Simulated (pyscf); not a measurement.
Elementary routes open to •HN–SiH(NH₂)–NH₂ (SMILES [NH][SiH](N)N) + H₂ (SMILES [H][H]) in the gas phase (doublet surface):
A. •HN–SiH₂–NH₂ (SMILES [NH][SiH2]N) + NH₃ (SMILES N) (N–Si, H–H broken; H–Si, H–N formed)
B. H₂N–SiH(NH₂)–NH₂ (SMILES N[SiH](N)N) + H• (SMILES [H]) (H–H broken; H–N formed)

PySCF, gas phase, ωB97X-D3(BJ)/def2-SVP geometries.

### Question
Rank the routes by free-energy barrier at 1200 K, lowest first, for ωB97M-D3(BJ)/def2-TZVP energies (ideal gas, 1 atm, RRHO with modes under 100 cm⁻¹ raised to 100, one conformer, R ln 2 for chiral ones without a mode under 150 cm⁻¹).

### Answer
B (1.93 eV), A (4.42 eV)

Route B is the fastest of these, ahead of the next by 2.48 eV. The most stable products are those of B (ΔG = +0.03 eV), so kinetics and thermodynamics agree. At 298 K B is still the fastest. Only these routes are compared; each barrier is that of the saddle found, and lower ones may exist.
